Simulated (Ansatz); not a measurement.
# CH5BS: small, medium and large basis sets

One table from this session's results is given with a row withheld; the runs are named, their logs left out.

Computed with Ansatz 0.2.0, Gaussian basis. Level: one geometry, several basis sets.

The runs, in order: PBE0-D4/def2-SVP; ωB97M-V/def2-SVP; PBE0-D4/def2-QZVPP; ωB97M-V/def2-QZVPP; the functionals' def2-TZVPP values are taken from earlier runs.

## The relaxed structure

An earlier PBE0-D4 in a triple-zeta def2 set relaxation fixed the geometry.

SMILES `CBS`, 8 atoms, charge 0, spin multiplicity 1.

Atoms are counted from 1 here; the program's logs count them from 0.

Bond lengths: C1–B2 1.558 Å, C1–H4 1.096 Å, C1–H5 1.096 Å, C1–H6 1.092 Å, B2–S3 1.782 Å, B2–H7 1.195 Å, S3–H8 1.343 Å. Angles: B2–C1–H4 109.5°, B2–C1–H5 109.5°, B2–C1–H6 115.2°, H4–C1–H5 105.3°, H4–C1–H6 108.4°, H5–C1–H6 108.4°, C1–B2–S3 119.7°, C1–B2–H7 121.8°, S3–B2–H7 118.5°, B2–S3–H8 98.9°.

Geometry (Å):

```
atom    x (Å)    y (Å)    z (Å)
  C1  -0.6327   0.8479  -0.2658
  B2   0.3426  -0.3618  -0.1543
  S3   0.5981  -1.1480   1.4245
  H4  -1.4139   0.6227  -1.0011
  H5  -0.0968   1.7144  -0.6703
  H6  -1.1133   1.1446   0.6683
  H7   0.9323  -0.7852  -1.1038
  H8   1.4758  -2.0917   1.0468
```

The first run:

in.yaml reads:

```yaml
crystal:
  periodic: [false, false, false]
  atoms:
    - {symbol: C, position_ang: [-0.632711, 0.847926, -0.265769]}
    - {symbol: B, position_ang: [0.342611, -0.361826, -0.154305]}
    - {symbol: S, position_ang: [0.598103, -1.147999, 1.424469]}
    - {symbol: H, position_ang: [-1.413862, 0.622676, -1.001100]}
    - {symbol: H, position_ang: [-0.096794, 1.714406, -0.670285]}
    - {symbol: H, position_ang: [-1.113267, 1.144572, 0.668322]}
    - {symbol: H, position_ang: [0.932322, -0.785187, -1.103838]}
    - {symbol: H, position_ang: [1.475798, -2.091668, 1.046807]}
basis:
  gaussian: {orbitals: def2-SVP}
hamiltonian: {xc: pbe0, dispersion: d4}
output: {orbitals: {seedname: orbitals}}
```

Among the steps run: PBE0-D4 in def2-SVP; ωB97M-V in def2-SVP; PBE0-D4 in def2-QZVPP; ωB97M-V in def2-QZVPP.

One table of the session follows, with a row left open; its other results are not shown here.

It belongs to the step «Density functionals: the series». 

```
functional       basis  HOMO (eV)
   PBE0-D4    def2-SVP      -8.01
   PBE0-D4  def2-TZVPP      -8.10
   PBE0-D4  def2-QZVPP      -8.12
   ωB97M-V    def2-SVP     -10.16
   ωB97M-V  def2-TZVPP          ?
   ωB97M-V  def2-QZVPP     -10.31
```

**Question.** Estimate the row for ωB97M-V, def2-TZVPP.

As computed: HOMO (eV): -10.29. In the column «HOMO (eV)» it lies between ωB97M-V, def2-QZVPP (-10.31) and ωB97M-V, def2-SVP (-10.16).
